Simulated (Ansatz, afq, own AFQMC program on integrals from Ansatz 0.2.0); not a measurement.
HBr, singlet → HBr⁺, doublet

```xyz
2

Br    0.0000    0.0000    0.0000
H     0.0000    0.0000    1.4206
```

E(doublet, charge +1) − E(singlet, charge +0) at this geometry, on RHF and UHF determinants.

Basis cc-pVDZ. Noble-gas cores (and the filled d shells of Ga–Kr and In–Xe) are frozen. Ansatz 0.2.0 and our own AFQMC program on the same integrals; the CISD trial comes from CCSD amplitudes, and released means the phaseless constraint is let go. Uncertainties: one standard error, sampling alone. No spin–orbit coupling. The errors of all members are added in quadrature.

Full CI on the same integrals is exact in this basis and with this determinant's frozen core.

Errors are counted within cc-pVDZ, not against nature.

Cautions: inner d shell frozen; no relativity below Rb; no spin-orbit coupling; HBr (singlet): the released energies move by 1.5 errors or more from one time to the next, so no released level is given (meV from the phaseless value at times in 1/Eh: 3 ± 3 at 0.24, 4 ± 3 at 0.51, 3.2 ± 2.1 at 0.99, 7.0 ± 2.2 at 1.62, 0.1 ± 1.9 at 2.40), though the last usable value meets full CI within the noise.

| level | vertical ionization energy (kcal/mol) |
| --- | --- |
| CCSD | 261.6 |
| MP2 | 263.5 |

Problem. From these cheaper values, estimate the vertical ionization energy at the reference level in cc-pVDZ.

Solution. 261.8 kcal/mol (full CI in cc-pVDZ).

| level | vertical ionization energy (kcal/mol) | error against FCI (kcal/mol) |
| --- | --- | --- |
| HF | 247.2 | -14.6 |
| CCSD(T) | 261.8 | 0.0 |
| CCSDT | 261.7 | -0.1 |
| CCSDT(Q) | 261.8 | 0.0 |
| CCSDTQ | 261.8 | 0.0 |
| ph-AFQMC/HF | 262.5 ± 0.7 | 0.7 ± 0.7 |
| ph-AFQMC/CISD | 261.9 ± 0.09 | 0.1 ± 0.09 |

Correlation beyond CCSD(T) changes it by less than 2 meV. The perturbative (T) step is worth +0.2 kcal/mol.

CCSDT and higher add their correlation energy to the determinant of the CCSD(T) run, since their own runs factorise the integrals more tightly (a shift of under 2 meV). A walk keeps the symmetry of its determinant, which the program's search chose and which needn't be the lowest solution, so a lower state of the same spin and another symmetry isn't excluded.
